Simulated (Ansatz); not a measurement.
**Worked example: the barrier**

An elementary step of BH3O2, singlet (BH₃O₂ ([OH][BH][OH]) → BHO ([BH][O]) + H₂O; bonds formed: O2–H4; bonds broken: B1–O2, O3–H4). “Start” is the structure reached by relaxing down from the saddle towards the reactants; PBE0-D4/def2-TZVP structures. The saddle:

| atom | x (Å) | y (Å) | z (Å) |
| --- | --- | --- | --- |
| B1 | -0.4846 | 0.1340 | -0.4813 |
| O2 | 0.5187 | 0.2848 | 0.7213 |
| O3 | -0.9720 | -1.0197 | -0.2313 |
| H4 | 0.0365 | -0.7334 | 0.7367 |
| H5 | -0.5596 | 1.0288 | -1.2607 |
| H6 | 1.4612 | 0.3054 | 0.5152 |

Computed with Ansatz 0.2.0 (basis: def2-TZVPP and def2-QZVPP); correlated methods freeze the cores.

Energies in eV:

| quantity | saddle | start |
| --- | --- | --- |
| Hartree–Fock, triple zeta (X = 3) | -4795.63316 | -4798.60401 |
| Hartree–Fock, quadruple zeta (X = 4) | -4795.86408 | -4798.84250 |
| MP2 correlation, X = 3 | -16.52471 | -15.86812 |
| MP2 correlation, X = 4 | -17.78663 | -17.12860 |
| CCSD(T) correlation, X = 3 | -17.36227 | -16.77574 |

(1) Work out the barrier at the basis limit: extrapolate Hartree–Fock as E(X) = E∞ + A exp(−7.88 √X) and the MP2 correlation as E(X) = E∞ + B X^−2.97 (the exponents that Neese and Valeev fitted for def2-TZVPP and QZVPP), then add CCSD(T) − MP2 in triple zeta.

T1 diagnostic: at most 0.018.

Results:

(1) Each step is linear, so take the differences first (saddle − start): Hartree–Fock 2.97085 (X = 3) and 2.97842 (X = 4); MP2 correlation -0.65659 and -0.65803; CCSD(T) correlation -0.58653.
Two points give E∞ = E(4) + w [E(4) − E(3)], with w = 1/(exp(7.88 (2 − √3)) − 1) = 0.1377 for Hartree–Fock and w = 1/((4/3)^2.97 − 1) = 0.7407 for the correlation.
Hartree–Fock: 2.97842 + 0.1377 × 0.00757 = 2.9795 eV.
MP2 correlation: -0.65803 + 0.7407 × (-0.00144) = -0.6591 eV.
CCSD(T) − MP2: -0.58653 − (-0.65659) = 0.0701 eV.
Sum: 2.9795 + (-0.6591) + 0.0701 = 2.3905 eV, or 55.13 kcal/mol. Plain CCSD(T) in triple zeta gives 2.3843 eV, so the larger basis shifts the result by 0.0062 eV.

Labels in which every atom is bracketed show which atoms are joined, not bond orders.

For scale, one of the runs: CCSD(T)/def2-TZVPP, 135 basis functions, launched by `ansatz run in.yaml --threads 2 --pin off --events-out ev --progress --plain --max-ram 4352MiB`. Hardware: 2 CPU threads of an Arm Neoverse V1, shared host. Wall time 9 s; peak host memory 0.76 GiB.
